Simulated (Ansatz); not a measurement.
Total energies of the cluster MgO₂⁻ from Ansatz at r2SCAN-D4/def2-TZVPD, gas phase (1 Eh = 27.2114 eV = 2625.5 kJ/mol). The reference geometry is relaxed at r2SCAN-D4/def2-TZVPD.

```xyz
3

Mg   -0.001    0.003    0.002
O    -1.118    0.739   -1.256
O     1.118   -0.742    1.253
```

```tsv
state	geometry	energy (Eh)
charge -1 doublet	reference	-350.47607
charge 0 triplet	reference	-350.39174
charge -1 quartet	relaxed at r2SCAN-D4/def2-TZVPD	-350.42551
```

Question: Work out the vertical ionisation energy to the triplet.

Answer: E(charge 0 triplet) − E(charge -1 doublet) = -350.39174 − (-350.47607) = 0.08433 Eh = 2.29 eV. For comparison, −ε of the highest occupied level of the spin that leaves is -0.21 eV at this level, 2.50 eV less.

Question: Which of the charge -1 states is lowest, and how far above it are the others?

Answer: The doublet. quartet: -350.42551 − (-350.47607) = 0.05056 Eh = 132.7 kJ/mol.

At r2SCAN-D4/def2-TZVPD the highest occupied level of the charge -1 doublet lies above zero (up to 0.21 eV). By energy differences its removal costs 2.29 eV (vertical, to the charge 0 triplet, at r2SCAN-D4/def2-TZVPD); a positive level beside a positive removal energy at the same level points to self-interaction error. At r2SCAN-D4/def2-TZVPD the highest occupied level of the charge -1 quartet lies above zero (up to 0.82 eV). It is a level of α spin, whose loss leaves a triplet; that state wasn't run at this geometry and level. The electron is either unbound and held by the finite basis, or the level is raised by self-interaction error. 

The structure comes from a short search, and lower isomers may exist.
